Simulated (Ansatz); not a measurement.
A made-up structure of CH₅AlN, doublet:

C1  (-0.045, -0.038, 0.011)
N2  (-0.672, 1.176, -0.252)
Al3  (0.815, -1.517, 0.329)
H4  (-1.310, 1.142, -1.047)
H5  (0.047, 1.856, -0.499)
H6  (-1.159, 1.566, 0.555)
H7  (2.389, -1.487, 0.167)
H8  (-0.037, -2.781, 0.753)
(Å)

It is relaxed with PBE-D4/def2-SVP and then PBE0-D4/def2-TZVP (Ansatz 0.2.0). Atoms count as bonded within 1.22 times the sum of their covalent radii (H–H: 0.88 Å). The end point is not checked to be a true minimum.

Task: Does its bonding change? (Judge from chemistry; the calculation decides.)

Result: The calculation gives: No: no bond forms or breaks.

Where it ends: The first stage lowers the energy by 0.27 eV in 12 steps. It ends as CH₅AlN ([NH3][C][AlH2]):
```json
{"atom": "C1", "x (Å)": "-0.5543", "y (Å)": "-0.2311", "z (Å)": "0.1148"}
{"atom": "N2", "x (Å)": "-0.6524", "y (Å)": "1.1720", "z (Å)": "-0.2521"}
{"atom": "Al3", "x (Å)": "0.6912", "y (Å)": "-1.5445", "z (Å)": "0.3483"}
{"atom": "H4", "x (Å)": "-1.2012", "y (Å)": "1.3453", "z (Å)": "-1.1026"}
{"atom": "H5", "x (Å)": "0.2881", "y (Å)": "1.5364", "z (Å)": "-0.4399"}
{"atom": "H6", "x (Å)": "-1.0494", "y (Å)": "1.7702", "z (Å)": "0.4821"}
{"atom": "H7", "x (Å)": "2.2161", "y (Å)": "-1.1151", "z (Å)": "0.0875"}
{"atom": "H8", "x (Å)": "0.2898", "y (Å)": "-3.0167", "z (Å)": "0.7813"}
```

Labels in which every atom is bracketed show which atoms are joined, not bond orders.

For scale, one of the runs: PBE0-D4/def2-TZVP relaxation, 129 basis functions, launched by `ansatz run in.yaml --threads 2 --pin off --events-out ev --progress --plain --max-ram 4352MiB`. The run took about 32 s on 2 CPU threads of an Arm Neoverse V1 (shared host).
